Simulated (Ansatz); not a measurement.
Mulliken charges of C$_{2}$H$_{4}$O$_{2}$, SMILES `C=C(O)O` from r2SCAN/def2-TZVPP in Ansatz (PBE0-D4/def2-TZVP geometry).

| atom | x (Å) | y (Å) | z (Å) | charge (e) |
| --- | --- | --- | --- | --- |
| C1 | -0.862 | 0.309 | -0.657 | -0.339 |
| C2 | 0.226 | 0.063 | 0.068 | 0.386 |
| O3 | 1.270 | 0.900 | 0.139 | -0.308 |
| O4 | 0.450 | -1.037 | 0.825 | -0.330 |
| H5 | -0.934 | 1.223 | -1.225 | 0.084 |
| H6 | -1.680 | -0.396 | -0.684 | 0.061 |
| H7 | 1.930 | 0.505 | 0.719 | 0.218 |
| H8 | -0.308 | -1.624 | 0.759 | 0.228 |

**Question.** By hand: the dipole of these point charges (1 e Å = 4.8032 D).

**Answer.** Σ q r = (0.009, -0.197, 0.119) e Å, of length 0.230 e Å = 1.10 D.

**Question.** How does the dipole of the full density compare? (Best estimate.)

**Answer.** The calculation gave: (0.007, -0.331, 0.194) e Å, 1.84 D; the point charges give 0.60 times that, at 1° from its direction.

Point charges leave out the atoms' own dipoles, such as those of lone pairs, and Mulliken's split depends on the basis, so the two needn't agree.
